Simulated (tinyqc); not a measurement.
CIS and TDHF on RHF in the sto-3g basis, frozen core, for H2O, spin multiplicity 1, step by step. One step of it, computed by the program tinyqc.

Task: CIS triplet states. Diagonalise A (1 hartree = 27.211386 eV); each vector has its largest component positive (the first on a tie).

CIS matrix A, triplet (hartree), order 2>6, 2>7, 3>6, 3>7, 4>6, 4>7, 5>6, 5>7:
$$\begin{pmatrix}
1.089272 & -0.002452 & -0.022764 & 0.087939 & -0.051219 & -0.008385 & 0.000000 & 0.000000 \\
-0.002452 & 1.222452 & 0.087939 & 0.026924 & -0.008385 & 0.020037 & 0.000000 & 0.000000 \\
-0.022764 & 0.087939 & 0.486089 & 0.003429 & -0.016555 & 0.057032 & 0.000000 & 0.000000 \\
0.087939 & 0.026924 & 0.003429 & 0.611252 & 0.057032 & 0.019425 & 0.000000 & 0.000000 \\
-0.051219 & -0.008385 & -0.016555 & 0.057032 & 0.345205 & 0.011176 & 0.000000 & 0.000000 \\
-0.008385 & 0.020037 & 0.057032 & 0.019425 & 0.011176 & 0.461291 & 0.000000 & 0.000000 \\
0.000000 & 0.000000 & 0.000000 & 0.000000 & 0.000000 & 0.000000 & 0.277678 & 0.004045 \\
0.000000 & 0.000000 & 0.000000 & 0.000000 & 0.000000 & 0.000000 & 0.004045 & 0.394430
\end{pmatrix}$$

Give: triplet excitation energies; lowest vectors.

Result:

triplet excitation energies (eV): [7.5522, 8.8098, 10.7368, 11.2810, 14.1623, 16.7037, 30.1473, 33.6071]

lowest vectors, order 2>6, 2>7, 3>6, 3>7, 4>6, 4>7, 5>6, 5>7:
$$\begin{pmatrix}
0.0000 & 0.0917 & 0.0000 & 0.0160 & 0.0513 & -0.1445 \\
0.0000 & 0.0032 & 0.0000 & 0.0548 & -0.1084 & -0.0525 \\
0.0000 & 0.1498 & 0.0000 & -0.6235 & 0.7551 & 0.0559 \\
0.0000 & -0.2126 & 0.0000 & -0.1223 & -0.1280 & 0.9453 \\
0.0000 & 0.9555 & 0.0000 & 0.1515 & -0.0829 & 0.2331 \\
0.0000 & -0.1046 & 0.0000 & 0.7550 & 0.6262 & 0.1594 \\
0.9994 & 0.0000 & 0.0346 & 0.0000 & 0.0000 & 0.0000 \\
-0.0346 & 0.0000 & 0.9994 & 0.0000 & 0.0000 & 0.0000
\end{pmatrix}$$
